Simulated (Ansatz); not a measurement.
Species: SO₂, charge 1, doublet. SO2+ (parent SMILES O=S=O, doublet).
B3LYP-D3(BJ)/def2-TZVP minimum from Ansatz (a quantum-chemistry and plane-wave program):
```xyz
3

S      0.0064     0.0005     0.2907
O     -0.0279     1.3023    -0.2923
O      0.0151    -1.3032    -0.2891
```
Charge +1, spin multiplicity 2.

Total energies in cc-pV(D+d)Z, 17 correlated electrons, 7 frozen orbitals. Radicals and triplets start from unrestricted determinants; spin-orbit coupling is neglected. Cores are frozen in correlated methods. No relativity. The UHF reference of O2S+ (parent SMILES O=S=O, doublet) is spin-contaminated (<S^2> up to 0.05 over the pure value in the sets run). The determinant of O2S+ (parent SMILES O=S=O, doublet) is a saddle point of the SCF energy; a lower one exists, which strains HF and MP2.

| method | program | energy (Eh) | minus CCSDT(Q) (mEh) |
|---|---|---|---|
| HF | Ansatz | -546.77652 | 552.29 |
| MP2 | Ansatz | -547.30387 | 24.95 |
| CCSD | Ansatz | -547.29791 | 30.91 |
| CCSD(T) | Ansatz | -547.32360 | 5.21 |
| CCSDT(Q) | Ansatz | -547.32881 | 0.00 |

Rough core times of Ansatz's runs on a shared machine: CCSD(T) 60 s, CCSDT(Q) 5 min.
